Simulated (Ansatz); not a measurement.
**BH2Cl (SMILES [H]B([H])Cl): the vertical ionisation energy from total energies**

The species is BH2Cl (4 atoms), meant as a singlet with charge 0. As SMILES, `[H]B([H])Cl`. The coordinates come from a GFN2-xTB relaxation.

```xyz
4

B     0.0693    0.1144   -0.0004
H     1.2401    0.0707    0.0155
H    -0.5121    1.1316   -0.0190
Cl   -0.7973   -1.3167    0.0038
```

Both states at this one shape; open shells run unrestricted unless said. 1 Eh = 27.2114 eV.

```
                                  level  program  singlet BH2Cl (Eh)  doublet BH2Cl+ (Eh)
                           BHLYP/STO-3G   Ansatz         -480.940369          -480.539470
CCSDT(Q)/STO-3G, 6 core orbitals frozen   Ansatz         -480.184301          -479.814977
  CCSDTQ/STO-3G, 6 core orbitals frozen   Ansatz         -480.184279          -479.814945
     FCI/STO-3G, 6 core orbitals frozen   Ansatz         -480.184271          -479.814938
```

Problem. Work out the vertical ionisation energy at each level.

Solution. 
1. BHLYP/STO-3G: -480.539470 − (-480.940369) = 0.400899 Eh = 10.91 eV.
2. CCSDT(Q)/STO-3G: -479.814977 − (-480.184301) = 0.369324 Eh = 10.05 eV.
3. CCSDTQ/STO-3G: -479.814945 − (-480.184279) = 0.369334 Eh = 10.05 eV.
4. FCI/STO-3G: -479.814938 − (-480.184271) = 0.369333 Eh = 10.05 eV.

No measured value is set beside it here; the levels span 10.05 to 10.91 eV. Minimal sets are far from the basis-set limit.
